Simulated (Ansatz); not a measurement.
The cluster LiAl₂⁻ was relaxed with PBE0-D4 (def2-TZVPD) in Ansatz in these states: charge -1 quintet, charge -1 triplet. The geometries follow in no particular order.

A:

```xyz
3

Li    0.271    0.166    2.093
Al   -0.074   -1.366   -0.964
Al   -0.197    1.199   -1.129
```

B:

```xyz
3

Li    0.823    1.397    0.232
Al   -0.630   -0.370   -1.320
Al   -0.194   -1.027    1.088
```

**Question.** Judge from the bond lengths which geometry belongs to which state (an estimate).

**Answer.** A is the charge -1 quintet (Li1–Al2 3.436 Å, Li1–Al3 3.416 Å, Al2–Al3 2.573 Å); B is the charge -1 triplet (Li1–Al2 2.765 Å, Li1–Al3 2.765 Å, Al2–Al3 2.534 Å).

At PBE0-D4/def2-TZVPD the highest occupied level of the charge -1 quintet lies above zero (up to 0.26 eV). It is a level of α spin, whose loss leaves a quartet; that state wasn't run at this geometry and level. The electron is either unbound and held by the finite basis, or the level is raised by self-interaction error. At PBE0-D4/def2-TZVPD a triplet lies 0.65 eV below the charge -1 quintet. These are the stationary points nearest to one start from a short search; other shapes may lie lower in each state. The charge -1 quintet has come apart into loosely held pieces.
